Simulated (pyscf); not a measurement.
H₃C–Al [singlet] + water (H₂O) -> HO–Al [singlet] + methane (CH₄), a four-centre exchange (singlet surface; Al–C, H–O broken, Al–O, C–H formed). Optimised with ωB97X-D3(BJ)/def2-SVP in PySCF. MP2 and CC: frozen core, UHF for open shells. ΔMP2 is the change of the MP2 total energy from the triple- to the quadruple-zeta basis. Energies in kcal/mol from the separated reactants.

Small-basis levels: PySCF, no dispersion term, spherical d functions. Cost: rough CPU time at the saddle relative to B3LYP/6-31G*, from one job on a shared machine.

```json
[
 {"level": "HF/STO-3G", "barrier": "17.4", "reaction energy": "-31.4", "cost": "0.04"},
 {"level": "MP2/6-31G*", "barrier": "2.9", "reaction energy": "-52.9", "cost": "0.08"},
 {"level": "SVWN5/6-31G*", "barrier": "-19.0", "reaction energy": "-52.3", "cost": "0.8"},
 {"level": "BP86/6-31G*", "barrier": "-5.8", "reaction energy": "-51.5", "cost": "1"},
 {"level": "B3LYP/6-31G*", "barrier": "-0.8", "reaction energy": "-53.2", "cost": "1"},
 {"level": "M06-2X/6-31G*", "barrier": "-2.5", "reaction energy": "-50.6", "cost": "2"},
 {"level": "B3LYP/6-311+G**", "barrier": "5.5", "reaction energy": "-46.8", "cost": "2"},
 {"level": "CCSD(T)/def2-TZVPP + ΔMP2(QZVPP)", "barrier": "5.0", "reaction energy": "-46.0", "cost": "–"}
]
```

Against the last row the barrier runs from -24.0 (SVWN5/6-31G*) to +12.4 kcal/mol (HF/STO-3G); B3LYP/6-311+G** happens to lie closest here (0.5 kcal/mol apart). At SVWN5/6-31G*, BP86/6-31G*, B3LYP/6-31G*, M06-2X/6-31G* this geometry lies under one side, so the entry may be no barrier of that level: it is a single point on another level's saddle. CCSD(T)/def2-TZVPP + ΔMP2(QZVPP) has limits of its own. On the reactant side the descent ends in an adduct with a Al–O contact, 10.0 kcal/mol under the separated species and 12.5 kcal/mol under the saddle at ωB97X-D3(BJ)/def2-TZVP. What is counted as formed (Al–O) is already present as a longer contact in the reactant adduct; forming that adduct is a step of its own. At ωB97X-D3(BJ) the barrier from the zero used here is 2.5 kcal/mol. One saddle was located; it need not be the lowest between these sides. The CCSD(T) − MP2 part came from Ansatz, without density fitting, on the same reference.
